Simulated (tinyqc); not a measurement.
Inside a calculation (part 1 of 3). Method: UKS/PBE in the sto-6g basis, for BH2, spin multiplicity 2. Computed by tinyqc, a small Python program that keeps every step (integrals from PySCF). Settings: charge = 0, multiplicity = 2, basis = sto-6g, energy threshold = 1e-10, iteration cap = 64, orthogonalisation = canonical, start = atomic densities, DIIS depth = 4, method = UKS, functional = pbe,pbe, grid = [40, 86]. Command: `OMP_NUM_THREADS=1 python tinyqc.py 26931 26932 out.jsonl` (the two numbers bound the seeds that draw the settings). One thread of a shared host (Intel(R) Xeon(R) Processor @ 2.60GHz), about 5 s of CPU time with the checks. Later iterations appear only in the table of the cycle.

## One-electron integrals

Geometry (angstrom):

| atom | x | y | z |
|---|---|---|---|
| B | 0.000000 | 0.000000 | 0.000000 |
| H | 0.000000 | 1.391000 | 0.770000 |
| H | 0.000000 | -1.477000 | 0.817000 |

Basis sto-6g: exponents (1/bohr^2) and contraction coefficients of normalised primitives:

| element | l (shell) | exponent | coefficient |
|---|---|---|---|
| B | s (1) | 506.011147 | 0.009164 |
| B | s (1) | 92.776814 | 0.049362 |
| B | s (1) | 25.955658 | 0.168538 |
| B | s (1) | 8.916445 | 0.370563 |
| B | s (1) | 3.462507 | 0.416492 |
| B | s (1) | 1.426054 | 0.130334 |
| B | s (2) | 23.194575 | -0.013253 |
| B | s (2) | 4.590810 | -0.046992 |
| B | s (2) | 1.426819 | -0.033785 |
| B | s (2) | 0.548948 | 0.250242 |
| B | s (2) | 0.238410 | 0.595117 |
| B | s (2) | 0.109280 | 0.240706 |
| B | p (3) | 23.194575 | 0.003760 |
| B | p (3) | 4.590810 | 0.037679 |
| B | p (3) | 1.426819 | 0.173897 |
| B | p (3) | 0.548948 | 0.418036 |
| B | p (3) | 0.238410 | 0.425859 |
| B | p (3) | 0.109280 | 0.101708 |
| H | s (1) | 35.523221 | 0.009164 |
| H | s (1) | 6.513144 | 0.049361 |
| H | s (1) | 1.822143 | 0.168538 |
| H | s (1) | 0.625955 | 0.370563 |
| H | s (1) | 0.243077 | 0.416492 |
| H | s (1) | 0.100112 | 0.130334 |

Overlap, kinetic and nuclear-attraction integrals over the contracted functions; the nuclear repulsion is the sum of Za Zb / Rab.

nuclear repulsion = 3.41622811 hartree

overlap S:
```
           1B 1s     1B 2s    1B 2px     1B 2py    1B 2pz     2H 1s      3H 1s
1B 1s   1.000000  0.264891  0.000000   0.000000  0.000000  0.027882   0.022276
1B 2s   0.264891  1.000000  0.000000   0.000000  0.000000  0.294079   0.257861
1B 2px  0.000000  0.000000  1.000000   0.000000  0.000000  0.000000   0.000000
1B 2py  0.000000  0.000000  0.000000   1.000000  0.000000  0.297815  -0.266822
1B 2pz  0.000000  0.000000  0.000000   0.000000  1.000000  0.164858   0.147592
2H 1s   0.027882  0.294079  0.000000   0.297815  0.164858  1.000000   0.027459
3H 1s   0.022276  0.257861  0.000000  -0.266822  0.147592  0.027459   1.000000
```

kinetic energy T (hartree):
```
            1B 1s      1B 2s    1B 2px     1B 2py    1B 2pz      2H 1s      3H 1s
1B 1s   10.947243  -0.333880  0.000000   0.000000  0.000000  -0.008853  -0.007658
1B 2s   -0.333880   0.374498  0.000000   0.000000  0.000000   0.017618   0.008163
1B 2px   0.000000   0.000000  1.125026   0.000000  0.000000   0.000000   0.000000
1B 2py   0.000000   0.000000  0.000000   1.125026  0.000000   0.073501  -0.053853
1B 2pz   0.000000   0.000000  0.000000   0.000000  1.125026   0.040687   0.029789
2H 1s   -0.008853   0.017618  0.000000   0.073501  0.040687   0.768522  -0.006740
3H 1s   -0.007658   0.008163  0.000000  -0.053853  0.029789  -0.006740   0.768522
```

nuclear attraction V (hartree):
```
             1B 1s      1B 2s     1B 2px     1B 2py     1B 2pz      2H 1s      3H 1s
1B 1s   -24.038069  -2.915401   0.000000  -0.001078  -0.010000  -0.336033  -0.267773
1B 2s    -2.915401  -4.392643   0.000000  -0.009102  -0.094088  -1.029872  -0.876526
1B 2px    0.000000   0.000000  -4.351514   0.000000   0.000000   0.000000   0.000000
1B 2py   -0.001078  -0.009102   0.000000  -4.445573  -0.003888  -0.982125   0.851349
1B 2pz   -0.010000  -0.094088   0.000000  -0.003888  -4.380316  -0.554131  -0.480425
2H 1s    -0.336033  -1.029872   0.000000  -0.982125  -0.554131  -3.083664  -0.087813
3H 1s    -0.267773  -0.876526   0.000000   0.851349  -0.480425  -0.087813  -2.988757
```

core Hamiltonian H = T + V (hartree):
```
             1B 1s      1B 2s     1B 2px     1B 2py     1B 2pz      2H 1s      3H 1s
1B 1s   -13.090826  -3.249281   0.000000  -0.001078  -0.010000  -0.344886  -0.275432
1B 2s    -3.249281  -4.018145   0.000000  -0.009102  -0.094088  -1.012254  -0.868364
1B 2px    0.000000   0.000000  -3.226488   0.000000   0.000000   0.000000   0.000000
1B 2py   -0.001078  -0.009102   0.000000  -3.320546  -0.003888  -0.908624   0.797495
1B 2pz   -0.010000  -0.094088   0.000000  -0.003888  -3.255290  -0.513444  -0.450637
2H 1s    -0.344886  -1.012254   0.000000  -0.908624  -0.513444  -2.315142  -0.094554
3H 1s    -0.275432  -0.868364   0.000000   0.797495  -0.450637  -0.094554  -2.220235
```

## Two-electron integrals

Functions are numbered as in S; the eight-fold symmetry (ij|kl) = (ji|kl) = (kl|ij) leaves the list below.

Two-electron integrals (ij|kl) in chemists' order, unique and non-zero (hartree):
```
(11|11) 2.924993    (21|11) 0.480756    (21|21) 0.099484    (22|11) 0.743449
(22|21) 0.188967    (22|22) 0.544922    (31|31) 0.021096    (32|31) 0.030854
(32|32) 0.120443    (33|11) 0.743450    (33|21) 0.188967    (33|22) 0.544922
(33|33) 0.587109    (41|41) 0.021096    (42|41) 0.030854    (42|42) 0.120443
(43|43) 0.031641    (44|11) 0.743450    (44|21) 0.188967    (44|22) 0.544922
(44|33) 0.523827    (44|44) 0.587109    (51|51) 0.021096    (52|51) 0.030854
(52|52) 0.120443    (53|53) 0.031641    (54|54) 0.031641    (55|11) 0.743450
(55|21) 0.188967    (55|22) 0.544922    (55|33) 0.523827    (55|44) 0.523827
(55|55) 0.587109    (61|11) 0.052045    (61|21) 0.010453    (61|22) 0.019759
(61|33) 0.019653    (61|41) 0.000721    (61|42) 0.001394    (61|44) 0.019895
(61|51) 0.000399    (61|52) 0.000771    (61|54) 0.000134    (61|55) 0.019727
(61|61) 0.001140    (62|11) 0.152229    (62|21) 0.039527    (62|22) 0.128925
(62|33) 0.125047    (62|41) 0.004002    (62|42) 0.025396    (62|44) 0.133950
(62|51) 0.002215    (62|52) 0.014058    (62|54) 0.004928    (62|55) 0.127776
(62|61) 0.004438    (62|62) 0.046545    (63|31) 0.003703    (63|32) 0.017803
(63|43) 0.004495    (63|53) 0.002488    (63|63) 0.004450    (64|11) 0.136033
(64|21) 0.035751    (64|22) 0.122381    (64|33) 0.116184    (64|41) 0.006715
(64|42) 0.039291    (64|44) 0.132523    (64|51) 0.001667    (64|52) 0.011895
(64|54) 0.006557    (64|55) 0.118436    (64|61) 0.004180    (64|62) 0.051332
(64|64) 0.059927    (65|11) 0.075302    (65|21) 0.019790    (65|22) 0.067745
(65|33) 0.064315    (65|41) 0.001667    (65|42) 0.011895    (65|44) 0.068383
(65|51) 0.004626    (65|52) 0.024388    (65|54) 0.006747    (65|55) 0.070537
(65|61) 0.002314    (65|62) 0.028415    (65|64) 0.030710    (65|65) 0.021450
(66|11) 0.331814    (66|21) 0.087793    (66|22) 0.323825    (66|33) 0.306672
(66|41) 0.009282    (66|42) 0.080671    (66|44) 0.346059    (66|51) 0.005138
(66|52) 0.044656    (66|54) 0.021803    (66|55) 0.318741    (66|61) 0.009981
(66|62) 0.160105    (66|64) 0.190218    (66|65) 0.105297    (66|66) 0.774999
(71|11) 0.041502    (71|21) 0.008340    (71|22) 0.015779    (71|33) 0.015695
(71|41) -0.000577   (71|42) -0.001118   (71|44) 0.015888    (71|51) 0.000319
(71|52) 0.000618    (71|54) -0.000106   (71|55) 0.015754    (71|61) 0.000865
(71|62) 0.003199    (71|64) 0.002777    (71|65) 0.001678    (71|66) 0.007101
(71|71) 0.000726    (72|11) 0.129117    (72|21) 0.033566    (72|22) 0.110345
(72|33) 0.106998    (72|41) -0.003377   (72|42) -0.021868   (72|44) 0.114685
(72|51) 0.001868    (72|52) 0.012096    (72|54) -0.004252   (72|55) 0.109350
(72|61) 0.003402    (72|62) 0.023915    (72|64) 0.020316    (72|65) 0.014323
(72|66) 0.061103    (72|71) 0.003011    (72|72) 0.035187    (73|31) 0.003036
(73|32) 0.014837    (73|43) -0.003806   (73|53) 0.002105    (73|63) 0.001921
(73|73) 0.003226    (74|11) -0.117882   (74|21) -0.030999   (74|22) -0.106817
(74|33) -0.101495   (74|41) 0.005614    (74|42) 0.033607    (74|44) -0.115502
(74|51) -0.001426   (74|52) -0.010382   (74|54) 0.005643    (74|55) -0.103452
(74|61) -0.003025   (74|62) -0.020860   (74|64) -0.016478   (74|65) -0.012315
(74|66) -0.052764   (74|71) -0.002888   (74|72) -0.039490   (74|74) 0.046671
(75|11) 0.065206    (75|21) 0.017147    (75|22) 0.059085    (75|33) 0.056142
(75|41) -0.001426   (75|42) -0.010382   (75|44) 0.059680    (75|51) 0.003825
(75|52) 0.020580    (75|54) -0.005763   (75|55) 0.061435    (75|61) 0.001817
(75|62) 0.014516    (75|64) 0.012181    (75|65) 0.010442    (75|66) 0.038278
(75|71) 0.001598    (75|72) 0.021844    (75|74) -0.024032   (75|75) 0.016519
(76|11) 0.012857    (76|21) 0.003347    (76|22) 0.011217    (76|33) 0.010882
(76|41) -0.000006   (76|42) -0.000055   (76|44) 0.011269    (76|51) 0.000312
(76|52) 0.002066    (76|54) -0.000014   (76|55) 0.011499    (76|61) 0.000360
(76|62) 0.003328    (76|64) 0.003255    (76|65) 0.002211    (76|66) 0.010313
(76|71) 0.000288    (76|72) 0.002938    (76|74) -0.002953   (76|75) 0.001978
(76|76) 0.000325    (77|11) 0.312873    (77|21) 0.082813    (77|22) 0.307301
(77|33) 0.291850    (77|41) -0.008313   (77|42) -0.074088   (77|44) 0.327343
(77|51) 0.004599    (77|52) 0.040982    (77|54) -0.019632   (77|55) 0.302710
(77|61) 0.008403    (77|62) 0.068049    (77|64) 0.057513    (77|65) 0.041942
(77|66) 0.184461    (77|71) 0.007495    (77|72) 0.136864    (77|74) -0.165059
(77|75) 0.091302    (77|76) 0.010313    (77|77) 0.774999
```

## Orthogonalisation

S = U s U^T; canonical form X = U s^(-1/2), so that X^T S X = 1. Each column of U has its largest component positive (the first on a tie).

eigenvalues of S: 0.509864  0.593448  0.872602  1.000000  1.104004  1.381942  1.538140

X:
```
                1          2          3         4          5          6         7
1B 1s   -0.423007   0.153821   0.696131  0.000000  -0.557243  -0.061059  0.283814
1B 2s    0.896893  -0.251697  -0.284117  0.000000  -0.260040  -0.085930  0.508017
1B 2px   0.000000   0.000000   0.000000  1.000000   0.000000   0.000000  0.000000
1B 2py   0.276873   0.864415  -0.015301  0.000000  -0.003796   0.604580  0.088835
1B 2pz   0.376933  -0.090771   0.659006  0.000000   0.656624  -0.028165  0.208108
2H 1s   -0.788285  -0.477829  -0.251454  0.000000   0.206537   0.354899  0.420017
3H 1s   -0.371249   0.783761  -0.287967  0.000000   0.232006  -0.469301  0.289637
```

## Starting guess

The start is atomic minimal-basis densities projected into this basis (PySCF's MINAO start) and scaled to the electron count of each spin; this density is not idempotent, so its energy is not variational and may lie below the converged one.

D(alpha) at the start:
```
            1B 1s      1B 2s    1B 2px     1B 2py     1B 2pz      2H 1s      3H 1s
1B 1s    1.239308  -0.310576  0.000000   0.000850   0.005774  -0.018633  -0.017662
1B 2s   -0.310576   1.178854  0.000000  -0.002784  -0.019378   0.074308   0.070691
1B 2px   0.000000   0.000000  0.182987   0.000000   0.000000   0.000000   0.000000
1B 2py   0.000850  -0.002784  0.000000   0.162393  -0.000758   0.028262  -0.028658
1B 2pz   0.005774  -0.019378  0.000000  -0.000758   0.176737   0.014494   0.014643
2H 1s   -0.018633   0.074308  0.000000   0.028262   0.014494   0.550625   0.006984
3H 1s   -0.017662   0.070691  0.000000  -0.028658   0.014643   0.006984   0.553686
```

D(beta) at the start:
```
            1B 1s      1B 2s    1B 2px     1B 2py     1B 2pz      2H 1s      3H 1s
1B 1s    0.929481  -0.232932  0.000000   0.000638   0.004330  -0.013975  -0.013246
1B 2s   -0.232932   0.884140  0.000000  -0.002088  -0.014534   0.055731   0.053018
1B 2px   0.000000   0.000000  0.137240   0.000000   0.000000   0.000000   0.000000
1B 2py   0.000638  -0.002088  0.000000   0.121795  -0.000568   0.021197  -0.021493
1B 2pz   0.004330  -0.014534  0.000000  -0.000568   0.132553   0.010870   0.010982
2H 1s   -0.013975   0.055731  0.000000   0.021197   0.010870   0.412968   0.005238
3H 1s   -0.013246   0.053018  0.000000  -0.021493   0.010982   0.005238   0.415264
```

## Iteration 1: exchange-correlation on the grid

Becke grid with 40 radial and 86 angular points per atom, points of zero weight dropped. rho = sum D_ij phi_i phi_j; V_xc,ij = sum w v_xc phi_i phi_j plus the gradient terms; v_xc is d(rho eps)/d rho(s) for spin s at fixed gradient.

The 12 grid points with the largest w rho, of 10311 (bohr, atomic units):

| x | y | z | w | rho(alpha) | rho(beta) | eps_xc | v_xc(alpha) |
|---|---|---|---|---|---|---|---|
| 0.000000 | 1.512789 | 0.610516 | 0.069857 | 0.040976 | 0.030732 | -0.358801 | -0.480979 |
| 0.000000 | -1.512789 | 0.610516 | 0.077566 | 0.036593 | 0.027445 | -0.347003 | -0.463325 |
| -0.308426 | 1.132725 | 1.132725 | 0.077240 | 0.036672 | 0.027504 | -0.347636 | -0.462565 |
| 0.308426 | 1.132725 | 1.132725 | 0.077240 | 0.036672 | 0.027504 | -0.347636 | -0.462565 |
| 0.308426 | -1.132725 | 1.132725 | 0.083054 | 0.033806 | 0.025354 | -0.339913 | -0.448885 |
| -0.308426 | -1.132725 | 1.132725 | 0.083054 | 0.033806 | 0.025354 | -0.339913 | -0.448885 |
| -0.941853 | 0.941853 | 0.941853 | 0.089599 | 0.030780 | 0.023085 | -0.333151 | -0.429171 |
| 0.941853 | 0.941853 | 0.941853 | 0.089599 | 0.030780 | 0.023085 | -0.333151 | -0.429171 |
| -0.610516 | 1.512789 | 0.000000 | 0.087100 | 0.031488 | 0.023616 | -0.334935 | -0.433453 |
| 0.610516 | 1.512789 | 0.000000 | 0.087100 | 0.031488 | 0.023616 | -0.334935 | -0.433453 |
| 0.941853 | -0.941853 | 0.941853 | 0.091645 | 0.029879 | 0.022409 | -0.330860 | -0.423636 |
| -0.941853 | -0.941853 | 0.941853 | 0.091645 | 0.029879 | 0.022409 | -0.330860 | -0.423636 |

electrons on the grid, sum of w rho = 7.000002

E_xc = sum of w rho eps_xc = -4.76673365 hartree

V_xc(alpha) (hartree):
```
            1B 1s      1B 2s     1B 2px     1B 2py     1B 2pz      2H 1s      3H 1s
1B 1s   -1.970643  -0.264921   0.000000  -0.000008   0.000149  -0.029991  -0.023908
1B 2s   -0.264921  -0.455069   0.000000  -0.001525  -0.007134  -0.120421  -0.102477
1B 2px   0.000000   0.000000  -0.447418   0.000000   0.000000   0.000000   0.000000
1B 2py  -0.000008  -0.001525   0.000000  -0.465058  -0.001020  -0.122869   0.106263
1B 2pz   0.000149  -0.007134   0.000000  -0.001020  -0.452814  -0.068318  -0.059105
2H 1s   -0.029991  -0.120421   0.000000  -0.122869  -0.068318  -0.453786  -0.009839
3H 1s   -0.023908  -0.102477   0.000000   0.106263  -0.059105  -0.009839  -0.449610
```

V_xc(beta) (hartree):
```
            1B 1s      1B 2s     1B 2px     1B 2py     1B 2pz      2H 1s      3H 1s
1B 1s   -1.823652  -0.246282   0.000000  -0.000005   0.000141  -0.027865  -0.022214
1B 2s   -0.246282  -0.426746   0.000000  -0.001406  -0.006736  -0.112895  -0.096081
1B 2px   0.000000   0.000000  -0.419540   0.000000   0.000000   0.000000   0.000000
1B 2py  -0.000005  -0.001406   0.000000  -0.436163  -0.000946  -0.115200   0.099640
1B 2pz   0.000141  -0.006736   0.000000  -0.000946  -0.424626  -0.064058  -0.055423
2H 1s   -0.027865  -0.112895   0.000000  -0.115200  -0.064058  -0.425914  -0.009226
3H 1s   -0.022214  -0.096081   0.000000   0.099640  -0.055423  -0.009226  -0.422011
```

## Iteration 1: building the Kohn-Sham matrix

J_ij = sum D_kl (ij|kl) with D = D(alpha) + D(beta); F = H + J + V_xc; E = tr D H + tr D J / 2 + E_xc + E_nn.

Coulomb J (hartree):
```
           1B 1s     1B 2s    1B 2px     1B 2py    1B 2pz     2H 1s      3H 1s
1B 1s   8.755358  1.687851  0.000000   0.000958  0.009480  0.180831   0.144201
1B 2s   1.687851  3.726967  0.000000   0.006623  0.086315  0.916815   0.785189
1B 2px  0.000000  0.000000  3.693153   0.000000  0.000000  0.000000   0.000000
1B 2py  0.000958  0.006623  0.000000   3.770823  0.002259  0.885776  -0.773136
1B 2pz  0.009480  0.086315  0.000000   0.002259  3.716917  0.500449   0.436759
2H 1s   0.180831  0.916815  0.000000   0.885776  0.500449  2.596492   0.079818
3H 1s   0.144201  0.785189  0.000000  -0.773136  0.436759  0.079818   2.509204
```

F(alpha) (hartree):
```
            1B 1s      1B 2s    1B 2px     1B 2py     1B 2pz      2H 1s      3H 1s
1B 1s   -6.306111  -1.826351  0.000000  -0.000129  -0.000372  -0.194046  -0.155138
1B 2s   -1.826351  -0.746247  0.000000  -0.004004  -0.014907  -0.215860  -0.185652
1B 2px   0.000000   0.000000  0.019247   0.000000   0.000000   0.000000   0.000000
1B 2py  -0.000129  -0.004004  0.000000  -0.014781  -0.002650  -0.145717   0.130622
1B 2pz  -0.000372  -0.014907  0.000000  -0.002650   0.008813  -0.081312  -0.072982
2H 1s   -0.194046  -0.215860  0.000000  -0.145717  -0.081312  -0.172436  -0.024575
3H 1s   -0.155138  -0.185652  0.000000   0.130622  -0.072982  -0.024575  -0.160641
```

F(beta) (hartree):
```
            1B 1s      1B 2s    1B 2px     1B 2py     1B 2pz      2H 1s      3H 1s
1B 1s   -6.159120  -1.807712  0.000000  -0.000125  -0.000380  -0.191919  -0.153444
1B 2s   -1.807712  -0.717924  0.000000  -0.003884  -0.014510  -0.208334  -0.179255
1B 2px   0.000000   0.000000  0.047126   0.000000   0.000000   0.000000   0.000000
1B 2py  -0.000125  -0.003884  0.000000   0.014114  -0.002575  -0.138048   0.123999
1B 2pz  -0.000380  -0.014510  0.000000  -0.002575   0.037001  -0.077052  -0.069300
2H 1s   -0.191919  -0.208334  0.000000  -0.138048  -0.077052  -0.144565  -0.023961
3H 1s   -0.153444  -0.179255  0.000000   0.123999  -0.069300  -0.023961  -0.133042
```

total energy of this density = -25.61822891 hartree

This density is the starting one; it is not idempotent, so its energy is not variational and may lie below the converged one.
